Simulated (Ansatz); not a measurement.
Consider the ligand exchange at the Si–O bond: `B[SiH2]O` + NH₃ → `B[SiH2]N` + H₂O.

Isolated molecules relaxed with PBE0-D4/def2-TZVP in Ansatz; ΔE leaves out vibrations. CCSD(T)/CBS is the MP2 limit (def2-TZVPP, def2-QZVPP) plus CCSD(T) − MP2 in def2-TZVPP, frozen cores. This one scheme is used for every species. Functionals use def2-TZVPP. HSE06 is defined as in plane-wave codes. One conformer a species, not always the lowest.

(1) Is it downhill or uphill in electronic energy at CCSD(T)/CBS, and by how much? (Best estimate.)

(2) What do these levels give: LDA (SPW92), B97M-V, HSE06-D4, BHLYP-D4, revPBE, r2SCAN, RPA@PBE/def2-TZVPP, MP2/def2-TZVPP, SCS-MP2/def2-TZVPP, CCSD/def2-TZVPP, MP2/CBS(def2), CCSD/CBS(def2)? (An estimate is asked.)

Largest T1 diagnostic among the species: 0.012.

## Answers

(1) Computed: Uphill: ΔE = +9.2 kcal/mol.

(2) The calculation gave: LDA (SPW92) 8.7, B97M-V 10.7, HSE06-D4 8.9, BHLYP-D4 10.1, revPBE 9.7, r2SCAN 10.2, RPA@PBE/def2-TZVPP 9.9, MP2/def2-TZVPP 9.5, SCS-MP2/def2-TZVPP 10.1, CCSD/def2-TZVPP 9.8, MP2/CBS(def2) 9.0, CCSD/CBS(def2) 9.3 kcal/mol.

Leaving LDA and LC-ωPBE aside and taking each functional with its dispersion term where it has one, the values, not all of them listed here, spread over 2.0 kcal/mol, from revPBE-D4 to B97M-V. LDA lies −0.8 kcal/mol from PBE without D4. In def2-TZVPP, CCSD(T) changes the Hartree–Fock value by −1.5 kcal/mol (the triples alone add −0.1 kcal/mol) and MP2 by −1.6 kcal/mol.
